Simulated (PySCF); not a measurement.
acetonitrile cation (C₂H₃N), SMILES C(#N)C (connectivity only; charge and spin as stated), charge +1, multiplicity 2.

Geometry optimised at B3LYP-D3(BJ)/def2-TZVP. A frequency run showed that this geometry is not a minimum. The multiplicity is an assumed one; other spin states were not compared.

Computed with PBE0/def2-TZVPD in PySCF.

Gas-phase values at a fixed geometry.

```
Item                                                               Result
------------------------------------------------  -----------------------
total energy                                           -132.20356 hartree
point group                                                            Cs
α spin, highest occupied and lowest empty level       -17.88 and -8.38 eV
β spin, highest occupied and lowest empty level      -17.53 and -14.27 eV
dipole moment about the centre of nuclear charge                   3.24 D
mean static polarisability                           28.0 bohr³ (4.14 Å³)
polarisability, principal values                   20.1, 20.7, 43.1 bohr³
⟨S²⟩                                              0.755 (pure state 0.75)
```
